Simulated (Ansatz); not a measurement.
C3H5NS can be A, `CC1=NCS1`, or B, `CC1N=C1S`.

Calculated with Ansatz (gas phase, PBE0-D4/def2-TZVP geometries, no zero-point term in ΔE). CCSD(T)/CBS is the MP2 limit (def2-TZVPP, def2-QZVPP) plus CCSD(T) − MP2 in def2-TZVPP, frozen cores. Functionals use def2-TZVPP. B3LYP here is the variant with VWN-RPA as its local correlation; programs differ in this. Each species was taken in one conformer, which may not be the lowest.

**Question.** Which isomer does CCSD(T)/CBS put lower? Give the gap. (An estimate is asked.)

**Answer.** Computed: A, by 21.6 kcal/mol.

**Question.** Give E(B) − E(A) in kcal/mol with B3LYP, ωB97M-V, MP2/def2-TZVPP, HF/def2-TZVPP, PBE0-D4, PBE-D4, CCSD(T)/def2-TZVPP. (Best estimate.)

**Answer.** Ansatz gave: B3LYP 19.4, ωB97M-V 20.8, MP2/def2-TZVPP 20.3, HF/def2-TZVPP 20.5, PBE0-D4 21.2, PBE-D4 20.2, CCSD(T)/def2-TZVPP 20.7. None reverses the order clearly.

Largest T1 diagnostic: 0.013.

From PBE to PBE0 (25 % exact exchange), in def2-TZVPP and without D4, E(B) − E(A) moves by +1.1 kcal/mol.
